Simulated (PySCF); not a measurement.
Planning a core-ionisation job on `[SiH3][SiH2]S`.

Method: delta-SCF UKS PBE0, pcX-2 on the ionised atom, pcseg-1 elsewhere, spin-free X2C (PySCF 2.14.0). Geometry: PBE0-D3(BJ)/def2-SVP. Work: ΔSCF core ionisation, 6 holes, density fitting. The input is one job of a driver script: a line of settings, then coordinates in Å.

Command:
```bash
OMP_NUM_THREADS=1 python probes_run.py task.json out
```

Input:
```
{"job": {"kind": "xps", "xc": "PBE0"}, "charge": 0, "multiplicity": 1}
Si    -1.295186     0.408493     0.070075
Si     0.621654    -0.913237    -0.182672
S      2.270236     0.028115     0.840162
H     -2.466627    -0.178881    -0.651857
H     -1.013528     1.765590    -0.494766
H     -1.625185     0.549872     1.520153
H      0.471069    -2.238366     0.487368
H      0.921650    -1.141122    -1.630990
H      2.145064     1.209437     0.196191
```

Hardware: Arm Neoverse V1, one thread, on a shared host. PySCF's memory limit was set to 1760 MB.

The basis has 126 functions.

Estimate the wall time.

About 20 s. The run took 63 SCF cycles in all, 3.3 s a hole on average.

How much memory does it need at the peak?

About 0.47 GiB. Peak memory is the resident size of the whole Python process, interpreter and libraries included.

Other jobs ran on the host; a repeat could differ by tens of per cent or more.
